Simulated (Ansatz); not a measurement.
# C2H5N: ionisation energy by level of theory

The task here is to estimate one member of a computed series from the others.

Computed with Ansatz 0.2.0, Gaussian basis. Level: unrestricted cation, the program's frozen cores in correlated methods.

Plan: UKS PBE-D4/def2-TZVPP; UKS r2SCAN-D4/def2-TZVPP; UKS PBE0-D4/def2-TZVPP; UKS B3LYP-D4/def2-TZVPP; UKS wB97X-V/def2-TZVPP; UKS wB97M-V/def2-TZVPP; UKS B2PLYP/def2-TZVPP; UHF-CCSD(T)/def2-TZVPP; UHF-CCSD(T)/def2-QZVPP; extrapolation to the limit; then −ε(HOMO) from the neutral's earlier runs with LDA (SPW92), PBE-D4, revPBE-D4, BLYP-D4, r2SCAN-D4, B97M-V, PBE0-D4, B3LYP-D4, r2SCANh-D4, r2SCAN0-D4, HSE06-D4, BHLYP-D4, CAM-B3LYP-D4, LC-ωPBE, ωB97X-V, ωB97M-V.

## The relaxed structure

All runs share one geometry, relaxed beforehand with PBE0-D4 in a triple-zeta def2 set.

SMILES `C=NC`, 8 atoms, charge 0, spin multiplicity 1.

Atoms are counted from 1 here; the program's logs count them from 0.

Bond lengths: C1–N2 1.257 Å, C1–H4 1.100 Å, C1–H5 1.090 Å, N2–C3 1.439 Å, C3–H6 1.100 Å, C3–H7 1.093 Å, C3–H8 1.093 Å. Angles: N2–C1–H4 123.2°, N2–C1–H5 119.4°, H4–C1–H5 117.3°, C1–N2–C3 117.9°, N2–C3–H6 113.7°, N2–C3–H7 109.0°, N2–C3–H8 109.1°, H6–C3–H7 109.1°, H6–C3–H8 109.1°, H7–C3–H8 106.7°.

The first run:

Input file in.yaml:

```yaml
crystal:
  periodic: [false, false, false]
  atoms:
    - {symbol: C, position_ang: [-0.710317, 0.748610, -0.789330]}
    - {symbol: N, position_ang: [0.446016, 0.313396, -0.558392]}
    - {symbol: C, position_ang: [0.623745, -0.564042, 0.568128]}
    - {symbol: H, position_ang: [-1.585238, 0.492246, -0.173893]}
    - {symbol: H, position_ang: [-0.872636, 1.413764, -1.636931]}
    - {symbol: H, position_ang: [-0.302901, -0.759241, 1.127713]}
    - {symbol: H, position_ang: [1.036219, -1.514106, 0.217977]}
    - {symbol: H, position_ang: [1.365122, -0.130637, 1.244728]}
basis:
  gaussian: {orbitals: def2-TZVPP}
total_charge: 1
magnetization: {spin_polarized: true, initial_magnetization: 1}
hamiltonian: {xc: pbe, dispersion: d4}
```

Launch:

```sh
$ ansatz run in.yaml --threads 2 --pin off --events-out ev --progress --plain --max-ram 32768MiB --backend cpu
```

Among the steps run: Cation, UKS PBE-D4/def2-TZVPP; Cation, UKS r2SCAN-D4/def2-TZVPP; Cation, UKS PBE0-D4/def2-TZVPP; Cation, UKS B3LYP-D4/def2-TZVPP; Cation, UKS wB97X-V/def2-TZVPP; Cation, UKS wB97M-V/def2-TZVPP; Cation, UKS B2PLYP (frozen core)/def2-TZVPP; Cation, UHF-CCSD(T)/def2-TZVPP; Cation, UHF-CCSD(T)/def2-QZVPP.

One table of the session follows, with a row left open; its other results are not shown here.

It belongs to the step «Ionisation energies side by side». Orbital estimates, from the neutral's runs:

```
  functional  −ε(HOMO) (eV)
 LDA (SPW92)           5.93
      PBE-D4           5.86
   revPBE-D4           5.82
     BLYP-D4           5.78
   r2SCAN-D4           6.16
      B97M-V           6.37
     PBE0-D4           7.35
    B3LYP-D4           7.13
  r2SCANh-D4           6.72
  r2SCAN0-D4           7.56
    HSE06-D4           6.94
    BHLYP-D4           8.81
CAM-B3LYP-D4           8.80
     LC-ωPBE              ?
     ωB97X-V           9.81
     ωB97M-V           9.74
```

Estimate the missing values for LC-ωPBE.

**Answer.** −ε(HOMO) (eV): 10.12. In the column «−ε(HOMO) (eV)» it is the highest.
